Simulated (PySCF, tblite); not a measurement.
# C3HF3: excited states, first hyperpolarisability

Aim: compute the excited states, first hyperpolarisability of C3HF3 (`C#CC(F)(F)F`).

Programs: tblite 0.8.0 and PySCF 2.14.0, with routines of our own; each step states its level. All values are computed. Atoms count from 0.

### 1 The starting structure

7 atoms, charge 0, multiplicity 1; geometry from: force field or distance geometry start.

### 2 Relaxing the molecule with GFN2-xTB

Job settings and geometry (Å):

```
{"job": {"kind": "relax", "xc": "GFN2-xTB", "basis": "xTB"}, "charge": 0, "multiplicity": 1}
C      1.754600    -0.130200     0.006300
C      0.525400    -0.039100    -0.001800
C     -0.902900     0.062000    -0.000100
F     -1.446900    -0.658500    -1.044900
F     -1.496300    -0.403200     1.165900
F     -1.251600     1.384800    -0.169000
H      2.821100    -0.210900     0.016600
```

Started as:

```bash
OMP_NUM_THREADS=1 python excited_run.py task.json out
```

The driver reads the jobs from task.json and runs them one after another.

The program printed:

```text
step      E/eV     max force
  0    -572.62731    4.272
  1    -572.42693   10.768
  2    -572.80209    0.809
  3    -572.81966    0.365
  4    -572.82795    0.123
  5    -572.82861    0.094
  6    -572.82985    0.041
  7    -572.82995    0.033
  8    -572.83004    0.035
  9    -572.83011    0.030
 10    -572.83019    0.026
 11    -572.83025    0.030
 12    -572.83034    0.031
 13    -572.83046    0.041
 14    -572.83058    0.042
 15    -572.83064    0.026
 16    -572.83067    0.021
 17    -572.83069    0.020
 18    -572.83072    0.023
 19    -572.83075    0.020
 20    -572.83076    0.009
```

It took 0.06 s on 1 thread of Arm Neoverse V1, shared host.

Along the way: (the energy doesn't fall at every step)

```csv
step,energy from step 0 (eV),largest force (eV/Å)
0,0.0000,4.2719
1,0.2004,10.7680
2,-0.1748,0.8091
3,-0.1924,0.3653
4,-0.2006,0.1230
5,-0.2013,0.0943
6,-0.2025,0.0410
7,-0.2026,0.0334
8,-0.2027,0.0349
9,-0.2028,0.0304
10,-0.2029,0.0264
11,-0.2029,0.0302
12,-0.2030,0.0310
13,-0.2032,0.0412
14,-0.2033,0.0418
15,-0.2033,0.0258
16,-0.2034,0.0214
17,-0.2034,0.0196
18,-0.2034,0.0232
19,-0.2034,0.0201
20,-0.2035,0.0091
```

Distances of close pairs at the start and the end, largest changes first:

```csv
bond,before (Å),after (Å),change (Å)
C2–F4,1.389,1.341,-0.047
C2–F3,1.381,1.341,-0.039
C2–F5,1.378,1.341,-0.037
C0–C1,1.233,1.196,-0.037
C1–C2,1.432,1.458,+0.026
C0–H6,1.070,1.051,-0.019
```

The end geometry stands in the next job.

### 3 Harmonic vibrations with GFN2-xTB

Job settings and geometry (Å):

```
{"job": {"kind": "ir", "xc": "GFN2-xTB", "basis": "xTB"}, "charge": 0, "multiplicity": 1}
C      1.747063    -0.137624     0.013814
C      0.554807    -0.043446     0.001916
C     -0.898499     0.071844    -0.012932
F     -1.446711    -0.629482    -1.016353
F     -1.448937    -0.379198     1.123974
F     -1.298998     1.343351    -0.161843
H      2.794607    -0.220541     0.024346
```

The program printed:

```text
mode    cm-1     km/mol
  1     153.3      0.01
  2     153.4      0.01
  3     406.1      4.52
  4     406.2      4.51
  5     493.0     41.14
  6     537.2      2.24
  7     537.2      2.24
  8     694.2     15.87
  9     694.3     15.89
 10     767.5      0.19
 11    1042.9    353.59
 12    1043.2    353.60
 13    1167.9    267.28
 14    2282.8     25.82
 15    3380.2     25.79
```

Run time: 0.09 s. Hardware: 1 thread of Arm Neoverse V1, shared host.

Which atoms move in the most intense modes:

```csv
cm⁻¹,km/mol,atoms
493,41.1,"C0 23 %, C1 19 %, F5 17 %, F4 17 %"
694,15.9,"H6 79 %, C0 12 %"
694,15.9,"H6 79 %, C0 12 %"
1043,353.6,"C2 74 %, F5 14 %, F3 10 %"
1043,353.6,"C2 74 %, F4 16 %"
1168,267.3,C2 78 %
2283,25.8,"C1 58 %, C0 32 %"
3380,25.8,"H6 85 %, C0 13 %"
```

### 4 Excited states: TDA B3LYP/def2-TZVP

Settings changed since step 3:

```diff
@@ -1,2 +1,2 @@
-{"job": {"kind": "ir", "xc": "GFN2-xTB", "basis": "xTB"}, "charge": 0, "multiplicity": 1}
+{"job": {"kind": "states", "xc": "B3LYP", "basis": "def2-TZVP", "tda": true, "soc": true, "nstates": 6, "ntriplets": 6, "nquad": 4}, "charge": 0, "multiplicity": 1}
 C      1.747063    -0.137624     0.013814
```

Method: TDA B3LYP/def2-TZVP excited states, vertical, gas phase, spin-orbit mean-field couplings.

The program printed:

```text
coarse grid: 7136 points
cycle   1  E = -414.3876994064  dE =  1.032e+00  |g| = 9.912e-01  |ddm| = 3.497e+00
cycle   2  E = -414.1496445047  dE =  2.381e-01  |g| = 1.620e+00  |ddm| = 1.496e+00
cycle   3  E = -414.5385877647  dE = -3.889e-01  |g| = 1.994e-01  |ddm| = 9.030e-01
cycle   4  E = -414.5455541935  dE = -6.966e-03  |g| = 1.114e-01  |ddm| = 2.428e-01
cycle   5  E = -414.5484453702  dE = -2.891e-03  |g| = 2.469e-02  |ddm| = 9.671e-02
cycle   6  E = -414.5485796069  dE = -1.342e-04  |g| = 3.084e-03  |ddm| = 1.996e-02
cycle   7  E = -414.5485816161  dE = -2.009e-06  |g| = 6.178e-04  |ddm| = 3.521e-03
final grid: 73808 points
cycle   8  E = -414.5524158083  dE = -5.480e-05  |g| = 4.759e-03  |ddm| = 9.133e-02
cycle   9  E = -414.5524125039  dE =  3.304e-06  |g| = 6.689e-03  |ddm| = 8.015e-03
cycle  10  E = -414.5524189676  dE = -6.464e-06  |g| = 4.543e-04  |ddm| = 4.384e-03
cycle  11  E = -414.5524189806  dE = -1.292e-08  |g| = 2.876e-04  |ddm| = 4.178e-04
cycle  12  E = -414.5524189963  dE = -1.575e-08  |g| = 1.300e-04  |ddm| = 2.638e-04
cycle  13  E = -414.5524190004  dE = -4.100e-09  |g| = 2.226e-05  |ddm| = 1.358e-04
cycle  14  E = -414.5524190005  dE = -8.220e-11  |g| = 8.723e-06  |ddm| = 1.944e-05
converged SCF energy = -414.5524190005

Singlet excitations
state   eV       nm        f     d(h-e)  d(exc)  Lambda  PR(NTO)  |dmu|/D   mu/D   main configurations
  1   6.5722   188.6   0.00000   0.097   2.044   0.655   2.000    0.268    2.719   H->L 0.35, H-1->L+1 0.35, H-1->L 0.15
  2   6.7517   183.6   0.00007   0.096   2.060   0.730   2.002    0.254    2.705   H->L+1 0.47, H-1->L 0.47
  3   6.7517   183.6   0.00007   0.096   2.060   0.627   2.002    0.254    2.705   H-1->L+1 0.47, H->L 0.47
  4   9.4345   131.4   0.00321   2.318   3.095   0.332   1.013    9.676    7.225   H->L+2 0.99
  5   9.4346   131.4   0.00321   2.319   3.095   0.333   1.013                     H-1->L+2 0.99
  6   9.8991   125.2   0.00297   2.181   3.108   0.257   1.139                     H-2->L 0.92

Triplet excitations (Tamm-Dancoff)
state   eV     d(h-e)  d(exc)  Lambda  PR(NTO)   main configurations
  1   5.3242   0.052   1.933   0.695   2.015   H-1->L 0.34, H->L+1 0.34, H->L 0.15
  2   5.8070   0.068   1.973   0.696   2.004   H->L+1 0.34, H-1->L 0.34, H->L 0.15
  3   5.8070   0.068   1.973   0.654   2.004   H->L 0.34, H-1->L+1 0.34, H-1->L 0.15
  4   6.5715   0.097   2.044   0.655   2.000   H-1->L+1 0.35, H->L 0.35, H->L+1 0.15
  5   9.0713   2.036   2.942   0.337   1.006   H->L+2 0.96
  6   9.0714   2.036   2.942   0.337   1.006   H-1->L+2 0.96
S1 - T1 = 1.2480 eV

Spin-orbit couplings |<S|Hso|T>| (cm-1)
             T1       T2       T3       T4       T5       T6
S0        0.004    4.931    4.925    4.527    0.927    0.927
S1        4.831    0.285    0.285    0.000    1.437    1.435
S2        0.056   16.687   15.495    0.077    1.584    1.584
S3        0.056   15.495   16.687    0.076    1.582    1.585
S4        2.561    2.197    2.198    2.412    0.193   13.891
S5        2.562    2.198    2.197    2.413   13.892    0.193
S6       12.182   13.555   13.563   13.297    0.252    0.329
T1 sublevels (cm-1): 0.000 0.004 0.056   radiative rates (1/s): 0.346 0.0156 1.5e-07
```

Wall time 18 s (1 thread of Arm Neoverse V1, shared host); peak memory 0.6 GiB.

In short:

```csv
quantity,value
S1 less T1,1.25 eV
```

### 5 Excited states: TDDFT CAM-B3LYP/def2-SVPD

Job settings and geometry (Å):

```
{"job": {"kind": "states", "xc": "CAM-B3LYP", "basis": "def2-SVPD", "tpa": true, "nstates": 6, "nquad": 5, "ntriplets": 0}, "charge": 0, "multiplicity": 1}
C      1.747063    -0.137624     0.013814
C      0.554807    -0.043446     0.001916
C     -0.898499     0.071844    -0.012932
F     -1.446711    -0.629482    -1.016353
F     -1.448937    -0.379198     1.123974
F     -1.298998     1.343351    -0.161843
H      2.794607    -0.220541     0.024346
```

Level: TDDFT CAM-B3LYP/def2-SVPD excited states, vertical, gas phase, two-photon moments by quadratic response.

The program printed:

```text
coarse grid: 7136 points
cycle   1  E = -413.7335813521  dE =  1.065e+00  |g| = 9.310e-01  |ddm| = 8.863e+00
cycle   2  E = -413.6703605295  dE =  6.322e-02  |g| = 1.184e+00  |ddm| = 2.408e+00
cycle   3  E = -413.8935022126  dE = -2.231e-01  |g| = 1.147e-01  |ddm| = 1.428e+00
cycle   4  E = -413.8957384485  dE = -2.236e-03  |g| = 5.637e-02  |ddm| = 2.012e-01
cycle   5  E = -413.8964573018  dE = -7.189e-04  |g| = 1.591e-02  |ddm| = 1.776e-01
cycle   6  E = -413.8965096229  dE = -5.232e-05  |g| = 1.738e-03  |ddm| = 3.426e-02
cycle   7  E = -413.8965104533  dE = -8.304e-07  |g| = 2.346e-04  |ddm| = 9.864e-03
final grid: 73808 points
cycle   8  E = -413.9557941941  dE = -2.145e-05  |g| = 3.834e-03  |ddm| = 6.955e-02
cycle   9  E = -413.9557934958  dE =  6.982e-07  |g| = 4.520e-03  |ddm| = 7.762e-03
cycle  10  E = -413.9557965862  dE = -3.090e-06  |g| = 1.620e-04  |ddm| = 3.158e-03
cycle  11  E = -413.9557965892  dE = -2.991e-09  |g| = 1.277e-04  |ddm| = 5.532e-04
cycle  12  E = -413.9557965925  dE = -3.268e-09  |g| = 4.491e-05  |ddm| = 2.168e-04
cycle  13  E = -413.9557965930  dE = -4.677e-10  |g| = 7.884e-06  |ddm| = 8.423e-05
converged SCF energy = -413.9557965930

Singlet excitations
state   eV       nm        f     d(h-e)  d(exc)  Lambda  PR(NTO)  |dmu|/D   mu/D   delta(TPA)   sigma/GM   main configurations
  1   6.4915   191.0   0.00000   0.062   2.022   0.644   2.001    0.203    2.814        0.00      0.000   H->L 0.32, H-1->L+1 0.32, H-1->L 0.17
  2   6.7726   183.1   0.00007   0.061   2.021   0.696   2.003    0.200    2.811        0.16      0.003   H->L+1 0.49, H-1->L 0.49
  3   6.7727   183.1   0.00006   0.061   2.021   0.616   2.003    0.200    2.811        0.16      0.003   H-1->L+1 0.49, H->L 0.49
  4   8.9075   139.2   0.07973   0.481   3.114   0.314   1.008    2.648    0.037        2.99      0.087   H->L+2 0.83, H-1->L+2 0.12
  5   8.9076   139.2   0.07974   0.481   3.114   0.314   1.008    2.648    0.037        2.99      0.087   H-1->L+2 0.83, H->L+2 0.12
  6   9.7870   126.7   0.00964   1.257   3.272   0.262   1.012                                            H->L+3 0.61, H-1->L+3 0.17, H->L+4 0.15
```

Wall time 14 s (1 thread of Arm Neoverse V1, shared host); peak memory 0.56 GiB.

### 6 First hyperpolarisability: quadratic response wB97X-D/def2-SVPD

Job settings and geometry (Å):

```
{"job": {"kind": "beta", "xc": "wB97X-D", "basis": "def2-SVPD", "wavelengths": [1064, 800]}, "charge": 0, "multiplicity": 1}
C      1.747063    -0.137624     0.013814
C      0.554807    -0.043446     0.001916
C     -0.898499     0.071844    -0.012932
F     -1.446711    -0.629482    -1.016353
F     -1.448937    -0.379198     1.123974
F     -1.298998     1.343351    -0.161843
H      2.794607    -0.220541     0.024346
```

With the program's defaults for keys left out, this is: quadratic response wB97X-D/def2-SVPD first hyperpolarisability, Taylor convention, gas phase.

The program printed:

```text
coarse grid: 7136 points
cycle   1  E = -413.7317539602  dE =  1.068e+00  |g| = 9.304e-01  |ddm| = 7.311e+00
cycle   2  E = -413.7142004027  dE =  1.755e-02  |g| = 1.065e+00  |ddm| = 2.195e+00
cycle   3  E = -413.8942867799  dE = -1.801e-01  |g| = 1.010e-01  |ddm| = 1.214e+00
cycle   4  E = -413.8960673971  dE = -1.781e-03  |g| = 4.505e-02  |ddm| = 1.998e-01
cycle   5  E = -413.8965307481  dE = -4.634e-04  |g| = 1.430e-02  |ddm| = 1.626e-01
cycle   6  E = -413.8965750921  dE = -4.434e-05  |g| = 1.628e-03  |ddm| = 3.231e-02
cycle   7  E = -413.8965759528  dE = -8.607e-07  |g| = 2.887e-04  |ddm| = 1.035e-02
final grid: 73808 points
cycle   8  E = -413.9525392211  dE = -1.045e-04  |g| = 7.520e-03  |ddm| = 2.134e-01
cycle   9  E = -413.9525410853  dE = -1.864e-06  |g| = 7.755e-03  |ddm| = 2.121e-02
cycle  10  E = -413.9525494505  dE = -8.365e-06  |g| = 6.079e-04  |ddm| = 4.714e-03
cycle  11  E = -413.9525495104  dE = -5.992e-08  |g| = 4.246e-04  |ddm| = 2.342e-03
cycle  12  E = -413.9525495430  dE = -3.259e-08  |g| = 1.664e-04  |ddm| = 6.904e-04
cycle  13  E = -413.9525495497  dE = -6.750e-09  |g| = 2.114e-05  |ddm| = 3.964e-04
cycle  14  E = -413.9525495499  dE = -1.342e-10  |g| = 7.071e-06  |ddm| = 1.001e-04
converged SCF energy = -413.9525495499

Lowest singlets (eV, f): 6.5714 0.0000  6.8358 0.0001  6.8361 0.0001

First hyperpolarisability (au)
process     nm      |vector|   parallel      HRS      DR
static         -       86.65     -51.99      32.75   7.342
shg       1064.0       92.09     -55.26      34.85   7.192
eope      1064.0       88.40     -53.04          -       -
shg        800.0       96.70     -58.02      36.63   7.074
eope       800.0       89.79     -53.87          -       -
```

Wall time 10 s (1 thread of Arm Neoverse V1, shared host); peak memory 0.55 GiB.

### 7 What came out

```
                                               quantity                                            value
              strongest single infrared mode (GFN2-xTB)                            1043 cm⁻¹, 354 km/mol
                           zero-point energy (GFN2-xTB)                                    19.7 kcal/mol
               S1 less T1 (step 4, TDA B3LYP/def2-TZVP)                                          1.25 eV
β vector (step 6, quadratic response wB97X-D/def2-SVPD)  static 87, SHG 1064.0 nm 92, SHG 800.0 nm 97 au
```

All 15 modes are real, so the xTB geometry is a minimum. Unscaled tight-binding wavenumbers are off by several per cent, some by more. Its intensities can rank the bands wrongly. In steps 4, 5 some excited states are degenerate or nearly so. In step 4, the number of triplets below S1 is 4, and the largest singlet-triplet spin-orbit coupling is S2–T2, 16.69 cm⁻¹. β grows from 87 au (static) to 97 au for doubling at 800.0 nm: normal dispersion, which grows as twice the photon energy moves toward the bright states.
